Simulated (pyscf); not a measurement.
## Hydrogen abstraction: H₂N–SiH(NH₂)–NH₂ + H• → H₂N–Si•(NH₂)–NH₂ + H₂

Gas phase, doublet surface, charge 0. Bonds broken: Si2–H7. Bonds formed: H7–H12. Single points on ωB97X-D3(BJ)/def2-SVP structures (PySCF, gas phase).

Transition state (Å):

```xyz
12

N      0.2511     1.6415    -0.0251
Si    -0.5547     0.1693     0.3666
N     -0.6850    -0.6798    -1.1340
N     -1.9229     0.6488     1.3101
H      0.3336     2.3765     0.6684
H      1.0264     1.6411    -0.6784
H      0.1042    -0.9953     1.3354
H     -1.0656    -0.2410    -1.9663
H     -0.8077    -1.6858    -1.1478
H     -2.3674    -0.0125     1.9368
H     -2.5777     1.3506     0.9796
H      0.3764    -1.8523     1.9416
```

One imaginary mode, 918i cm⁻¹; descent along it reached the two sides named.

| bond | change | reactant side (Å) | saddle | product side |
|---|---|---|---|---|
| Si2–H7 | breaks | 1.496 | 1.652 | 3.2 |
| H7–H12 | forms | 3.5 | 1.084 | 0.763 |

Electronic energies relative to the separated reactants (kcal/mol):

```csv
level,barrier,reaction energy,reverse barrier
ωB97X-D3(BJ)/def2-TZVP,4.6,-7.4,12.0
PBE/def2-TZVP,-1.1,-12.2,11.0
r²SCAN/def2-TZVP,-1.4,-12.2,10.8
B3LYP-D3(BJ)/def2-TZVP,-0.4,-11.9,11.5
PBE0-D3(BJ)/def2-TZVP,1.3,-8.9,10.2
M06-2X/def2-TZVP,5.7,-9.6,15.3
ωB97M-D3(BJ)/def2-TZVP,4.8,-6.8,11.6
HF/def2-TZVP,16.1,-0.5,16.7
```

With ωB97M-D3(BJ)/def2-TZVP energies and thermal terms (ideal gas, 1 atm, RRHO with modes under 100 cm⁻¹ raised to 100, one conformer, R ln 2 for rigid chiral ones), in kcal/mol:

```json
[
 {"T (K)": "298", "ΔH‡": "3.2", "ΔG‡": "9.3", "ΔH": "-6.0", "ΔG": "-7.6"},
 {"T (K)": "600", "ΔH‡": "3.0", "ΔG‡": "15.5", "ΔH": "-6.0", "ΔG": "-9.3"},
 {"T (K)": "900", "ΔH‡": "2.9", "ΔG‡": "21.8", "ΔH": "-6.4", "ΔG": "-10.9"},
 {"T (K)": "1200", "ΔH‡": "2.8", "ΔG‡": "28.1", "ΔH": "-7.1", "ΔG": "-12.3"}
]
```

At PBE, r²SCAN, B3LYP-D3(BJ) this geometry lies under the reactants; that is no barrier but a single point on another level's saddle; such a level's own saddle, if it has one, lies nearer that side and is low. This is the saddle that the search found; another between the same sides may lie lower. The angle at the transferred H is 170°.
